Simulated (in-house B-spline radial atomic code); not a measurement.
# Functionals against ionisation energies along an isoelectronic series: Al to K⁶⁺

Ionisation energies as differences of self-consistent total energies from a B-spline radial code for spherical atoms: all electrons, radial basis limit, scalar-relativistic (one-electron X2C), spin-polarised at highest spin, spherical densities; exact exchange is averaged over the determinants of each configuration. No spin-orbit coupling, Breit or QED terms. NIST's values run from ground level to ground level, so in open shells the differences also hold multiplet and fine-structure energies that spherical high-spin averages miss. Columns give computed minus NIST, in eV; a star marks a semi-empirical value. Species are left out where the tabulated value is theory, is uncertain by more than 0.12 eV, or (13 ions, such as In⁴⁺, Te⁴⁺ and Bi⁴⁺) lies off its series for all methods alike, which flatters the means a little.

```
species  shell      NIST (eV)  Hartree-Fock  LDA VWN5  PBEsol  r2SCAN0
     Al     3p           5.99         -0.50     +0.01   -0.06    -0.02
    Si⁺     3p          16.35         -0.65     -0.01   -0.11    -0.09
    P²⁺     3p          30.20         -0.78     -0.02   -0.16    -0.16
    S³⁺     3p  47.22 ± 0.01*             ?         ?       ?        ?
   Cl⁴⁺     3p   67.68 ± 0.1*         -0.94     +0.01   -0.19    -0.24
   Ar⁵⁺     3p   91.29 ± 0.01         -1.12     -0.08   -0.31    -0.40
    K⁶⁺     3p   117.56 ± 0.1         -0.83     +0.29   +0.04    -0.09
```

Problem. What are the differences for S³⁺ ([Ne] 3s2 3p1)?

Solution. Hartree-Fock -0.75; LDA VWN5 +0.11; PBEsol -0.06; r2SCAN0 -0.08 eV.

Problem. How do the methods rank, and which species is hardest?

Solution. Mean absolute (signed) differences: LDA VWN5 0.08 (+0.04) eV; PBEsol 0.13 (-0.12) eV; r2SCAN0 0.15 (-0.15) eV; Hartree-Fock 0.80 (-0.80) eV. For Ar⁵⁺, which loses a 3p electron, the nearest method is off by -0.08 eV, the largest such miss. Hartree-Fock comes too low mainly by the correlation energy of the removed electron.
